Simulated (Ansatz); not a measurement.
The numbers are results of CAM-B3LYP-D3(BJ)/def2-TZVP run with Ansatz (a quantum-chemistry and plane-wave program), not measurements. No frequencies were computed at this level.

Ansatz 0.2 input:
```yaml
crystal:
  periodic: [false, false, false]
  atoms:
    - { symbol: C, position_ang: [-0.462139, 0.009417, 0.027234] }
    - { symbol: C, position_ang: [0.950469, -0.426793, 0.063526] }
    - { symbol: O, position_ang: [1.976729, 0.12911, -0.167789] }
    - { symbol: H, position_ang: [-1.004066, -0.635894, -0.661557] }
    - { symbol: H, position_ang: [-0.88987, -0.130158, 1.018377] }
    - { symbol: H, position_ang: [-0.571124, 1.054319, -0.279792] }
basis:
  gaussian: { orbitals: def2-tzvp }
hamiltonian:
  xc: cam_b3lyp
  dispersion: d3bj
relax:
  max_steps: 150
magnetization:
  spin_polarized: true
  initial_magnetization: 1
```

Output:

```
Functional definition: CAM-B3LYP
643 factors; their error is unknown
203 factors; integrals over basis functions are off by at most 1.0e-6 eV
mean field evaluation 1: about -4164.1611 eV, gradient 3.3e1 eV
mean field evaluation 2: about -4162.7337 eV, gradient 4.0e1 eV
mean field evaluation 4: about -4168.0730 eV, gradient 1.2e0 eV
mean field evaluation 8: about -4168.0817 eV, gradient 4.1e-2 eV
mean field evaluation 16: about -4168.0787 eV, gradient 3.0e-4 eV
mean field -4168.07873316 eV, -153.1740682182 hartree, gradient 6.8e-5 eV, S^2 0.753256; 0 other end points of the search recorded, 0 dependent functions left out
reference -4168.07883525 eV, -153.1740719702 hartree; 12, 11 occupied and 99, 100 virtual orbitals, 643 factors
relax step   1: F+E_penalty+E_count = -4168.12719769 eV  Δ(F+E_penalty+E_count) = +0.000e0 eV  max|allowed force component| = 1.700e0 eV/Å  Δτ_max = 0.0000 Å  (33 SCF iters, accepted)
these checks for a lower state are left out or cut short: starts, cluster_reference, orbital_swaps, neighbouring_geometries, increment
643 factors; their error is unknown
203 factors; integrals over basis functions are off by at most 9.5e-7 eV
mean field -4168.10185267 eV, -153.1749178446 hartree, gradient 1.8e-5 eV, S^2 0.753203; 0 other end points of the search recorded, 0 dependent functions left out
reference -4168.10195470 eV, -153.1749215942 hartree; 12, 11 occupied and 99, 100 virtual orbitals, 643 factors
relax step   2: F+E_penalty+E_count = -4168.15037812 eV  Δ(F+E_penalty+E_count) = -2.318e-2 eV  max|allowed force component| = 5.333e-1 eV/Å  Δτ_max = 0.0220 Å  (39 SCF iters, accepted)
these checks for a lower state are left out or cut short: starts, cluster_reference, orbital_swaps, neighbouring_geometries, increment
643 factors; their error is unknown
203 factors; integrals over basis functions are off by at most 9.4e-7 eV
mean field evaluation 32: about -4168.1084 eV, gradient 1.7e-5 eV
mean field -4168.10843169 eV, -153.1751596194 hartree, gradient 1.7e-5 eV, S^2 0.753224; 0 other end points of the search recorded, 0 dependent functions left out
reference -4168.10853369 eV, -153.1751633678 hartree; 12, 11 occupied and 99, 100 virtual orbitals, 643 factors
relax step   3: F+E_penalty+E_count = -4168.15697453 eV  Δ(F+E_penalty+E_count) = -6.596e-3 eV  max|allowed force component| = 9.837e-2 eV/Å  Δτ_max = 0.0171 Å  (39 SCF iters, accepted)
these checks for a lower state are left out or cut short: starts, cluster_reference, orbital_swaps, neighbouring_geometries, increment
643 factors; their error is unknown
203 factors; integrals over basis functions are off by at most 9.4e-7 eV
mean field -4168.10893272 eV, -153.1751780316 hartree, gradient 1.4e-5 eV, S^2 0.753234; 0 other end points of the search recorded, 0 dependent functions left out
reference -4168.10903464 eV, -153.1751817771 hartree; 12, 11 occupied and 99, 100 virtual orbitals, 643 factors
relax step   4: F+E_penalty+E_count = -4168.15749863 eV  Δ(F+E_penalty+E_count) = -5.241e-4 eV  max|allowed force component| = 2.786e-2 eV/Å  Δτ_max = 0.0106 Å  (39 SCF iters, accepted)
these checks for a lower state are left out or cut short: starts, cluster_reference, orbital_swaps, neighbouring_geometries, increment
643 factors; their error is unknown
203 factors; integrals over basis functions are off by at most 9.4e-7 eV
mean field -4168.10895508 eV, -153.1751788535 hartree, gradient 1.4e-5 eV, S^2 0.753237; 0 other end points of the search recorded, 0 dependent functions left out
reference -4168.10905701 eV, -153.1751825993 hartree; 12, 11 occupied and 99, 100 virtual orbitals, 643 factors
relax step   5: F+E_penalty+E_count = -4168.15751464 eV  Δ(F+E_penalty+E_count) = -1.600e-5 eV  max|allowed force component| = 7.599e-3 eV/Å  Δτ_max = 0.0015 Å  (41 SCF iters, accepted)
643 factors; their error is unknown
203 factors; integrals over basis functions are off by at most 9.4e-7 eV
mean field evaluation 64: about -4168.1090 eV, gradient 2.8e-4 eV
mean field -4168.10895508 eV, -153.1751788534 hartree, gradient 7.4e-5 eV, S^2 0.753237; 1 other end points of the search recorded, 0 dependent functions left out
reference -4168.10905701 eV, -153.1751825993 hartree; 12, 11 occupied and 99, 100 virtual orbitals, 643 factors
Total energy: -4168.15761657 eV, -153.1769671301 hartree
Atom 0 at    -0.462905     0.005861     0.028521 Å, force     0.004979     0.000603    -0.000349 eV/Å
Atom 1 at     0.967181    -0.450128     0.069834 Å, force    -0.002154     0.004532    -0.000816 eV/Å
Atom 2 at     1.940167     0.157940    -0.174622 Å, force    -0.007598    -0.003823     0.001308 eV/Å
Atom 3 at    -1.012956    -0.634375    -0.659988 Å, force     0.002122    -0.001836    -0.001279 eV/Å
Atom 4 at    -0.899659    -0.129556     1.017222 Å, force     0.002186    -0.001066     0.001606 eV/Å
Atom 5 at    -0.531829     1.050259    -0.280968 Å, force     0.000466     0.001591    -0.000470 eV/Å
Dipole moment:    -0.540791     0.017135     0.030632 e Å
```

Cost: about 10 core-seconds (a rough figure).
